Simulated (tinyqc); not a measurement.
Worked calculation: Born-Oppenheimer dynamics on the UHF/sto-6g surface (energies and gradients from PySCF), for H2O+, spin multiplicity 2. Computed by tinyqc, a small Python program that keeps every step (integrals from PySCF). Settings: charge = 1, multiplicity = 2, basis = sto-6g, time step (fs) = 0.5, steps = 16. Command: `OMP_NUM_THREADS=1 python tinyqc.py 30052 30053 out.jsonl` (the two numbers bound the seeds that draw the settings). One thread of a shared host (Intel(R) Xeon(R) Processor @ 2.60GHz), about 3 s of CPU time with the checks.

## Velocity Verlet step 1

positions (bohr):
```
,x,y,z
1O,0.000000,0.026456,0.037795
2H,-0.051023,1.394618,0.929745
3H,-0.075589,-1.449420,0.952422
```

velocities (bohr per atomic time unit):
```
,x,y,z
1O,0.000036652,0.000032623,0.000052488
2H,-0.000225348,-0.000514377,-0.000476512
3H,-0.000356348,-0.000003377,-0.000356512
```

gradient (hartree/bohr):
```
,x,y,z
1O,-0.01515052,0.10149042,0.22946061
2H,0.00858615,-0.22846266,-0.14989272
3H,0.00656437,0.12697224,-0.07956789
```

masses (electron masses): 1O 29156.946388, 2H 1837.152588, 3H 1837.152588

gradient after step 1 (hartree/bohr):
```
,x,y,z
1O,-0.01549671,0.09286719,0.21016121
2H,0.00881202,-0.20794045,-0.13737043
3H,0.00668469,0.11507326,-0.07279077
```

dt = 0.5 fs = 20.6707 atomic units; x' = x + v dt - g dt^2 / (2m); after the new gradient g', v' = v - (g + g') dt / (2m).

positions after step 1 (bohr):
```
,x,y,z
1O,0.000869,0.026387,0.037198
2H,-0.056679,1.410553,0.937326
3H,-0.083718,-1.464255,0.954305
```

velocities after step 1 (bohr per atomic time unit):
```
,x,y,z
1O,0.000047516,-0.000036271,-0.000103346
2H,-0.000323225,0.001940714,0.001139556
3H,-0.000430884,-0.001365062,0.000500618
```

## Velocity Verlet step 2

gradient after step 2 (hartree/bohr):
```
,x,y,z
1O,-0.01176588,0.05124046,0.14357413
2H,0.00640447,-0.13123782,-0.09005278
3H,0.00536142,0.07999736,-0.05352134
```

As before.

positions after step 2 (bohr):
```
,x,y,z
1O,0.001964,0.024957,0.033522
2H,-0.064385,1.474850,0.976856
3H,-0.093402,-1.505853,0.973118
```

velocities after step 2 (bohr per atomic time unit):
```
,x,y,z
1O,0.000057180,-0.000087354,-0.000228735
2H,-0.000408829,0.003848843,0.002418980
3H,-0.000498652,-0.002462479,0.001211217
```

## Energy conservation

The total energy should stay constant up to terms of order dt^2; the step counts as short enough if it moves by less than 2 % of the largest kinetic energy.

Trajectory:
```
time (fs),1O-2H (angstrom),potential (hartree),kinetic (hartree),total (hartree)
0.000000,0.864690,-75.32839283,0.00080693,-75.32758590
0.500000,0.874257,-75.33514933,0.00706874,-75.32808058
1.000000,0.916023,-75.35651341,0.02720368,-75.32930973
1.500000,0.978341,-75.37396206,0.04418928,-75.32977278
2.000000,1.048371,-75.37831221,0.04879071,-75.32952149
2.500000,1.116306,-75.37135900,0.04227271,-75.32908629
3.000000,1.175850,-75.35873952,0.03000854,-75.32873099
3.500000,1.223325,-75.34556278,0.01705680,-75.32850598
4.000000,1.256741,-75.33524097,0.00685282,-75.32838816
4.500000,1.275125,-75.32963472,0.00129189,-75.32834283
5.000000,1.278083,-75.32949027,0.00114487,-75.32834539
5.500000,1.265553,-75.33476925,0.00637575,-75.32839350
6.000000,1.237766,-75.34468333,0.01617583,-75.32850749
6.500000,1.195421,-75.35743148,0.02871487,-75.32871661
7.000000,1.140052,-75.36984514,0.04080885,-75.32903629
7.500000,1.074615,-75.37732502,0.04790214,-75.32942288
8.000000,1.004352,-75.37481201,0.04512905,-75.32968295
```

The total energy moves within 2.2e-03 hartree; that is over 2 % of the largest kinetic energy, so the time step is too long.
